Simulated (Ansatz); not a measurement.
## α-N2

The numbers are results of PBE0-D3(BJ) (PAW; Ansatz, an electronic-structure program), not measurements.

Cell: relaxed with PBE-D3(BJ): a = b = c = 5.660 Å, α = β = γ = 90.00°.

```json
{
  "lattice_energy": "10 kJ/mol"
}
```

Static lattice: no zero-point or thermal effects.

Computing time: around 29 core-seconds (rough).
